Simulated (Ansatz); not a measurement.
Born–Oppenheimer molecular dynamics of AlH4OSi (7 atoms, charge 0, multiplicity 2). It starts from a relaxed structure.

Computed with Ansatz 0.2.0, UHF/6-31G*.

| Quantity | Value |
| --- | --- |
| ensemble | NVT, Langevin thermostat |
| time step | 0.5 fs |
| steps asked | 500 |
| set temperature | 500 K |
| friction | 0.05 /fs |
| seed | 102765 |

First frame:

```xyz
7
Properties=species:S:1:pos:R:3
Al -1.650 -1.500 -0.213
O -0.399 -0.367 -0.054
Si 0.874 0.564 0.332
H -2.611 -1.352 -1.482
H 1.235 1.445 -0.795
H 0.562 1.410 1.502
H 2.049 -0.268 0.664
```

(1) What does the run give?

(2) What happens to the structure?

(3) How do temperature and energy run in time?

## Answers

(1) All steps were run.

| Quantity | Value |
| --- | --- |
| steps done | 500 |
| time covered | 250 fs |
| mean temperature over the second half | 443 K |
| spread of the potential energy over the second half | 17.0 meV per atom |
| mean potential energy of the second half above the start | 35.7 meV per atom |

The mean temperature of the second half is 11 % below the set value. A run of 0.25 ps of so small a system gives no equilibrium averages.

(2) The same pairs are bonded in the first frame and the last. Pairs count as bonded within 1.25 times the sum of covalent radii (0.12 Å more for H–H). The details hang on the random start.

(3) 
| time (fs) | T (K) | potential energy less start (eV) |
| --- | --- | --- |
| 0.0 | 429 | 0.000 |
| 20.5 | 557 | 0.253 |
| 41.0 | 504 | 0.222 |
| 61.5 | 410 | 0.263 |
| 82.0 | 228 | 0.294 |
| 102.5 | 497 | 0.416 |
| 123.0 | 515 | 0.389 |
| 143.5 | 463 | 0.219 |
| 164.0 | 519 | 0.177 |
| 184.5 | 407 | 0.243 |
| 205.0 | 612 | 0.138 |
| 225.5 | 513 | 0.181 |
| 246.0 | 694 | 0.451 |

The run took 13 min on 1 thread of Arm Neoverse N1, on a shared host, peak memory 0.12 GiB.
